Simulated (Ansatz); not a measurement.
Dissociation curve of SMILES C=O, singlet. The C1–O4 bond (C1 also carries H, H; O4 carries nothing else) is varied alone, starting from the PBE0/def2-TZVP optimised geometry.

Method: CCSD(T) on UHF/cc-pVTZ, frozen core (Ansatz, a program for electronic structure).

**Question.** Relative to R = 1.20 Å, what are the energies at R = 1.25, 1.60, 1.79, 3.26 Å?

**Answer.** 2.6 mEh at 1.25 Å, 111.2 mEh at 1.60 Å, 174.7 mEh at 1.79 Å, 286.2 mEh at 3.26 Å.

The unrestricted determinant behind UCCSD(T) is spin-contaminated at 1.25 to 4.21 Å (<S²> up to 2.0, against 0.00 for a pure singlet).
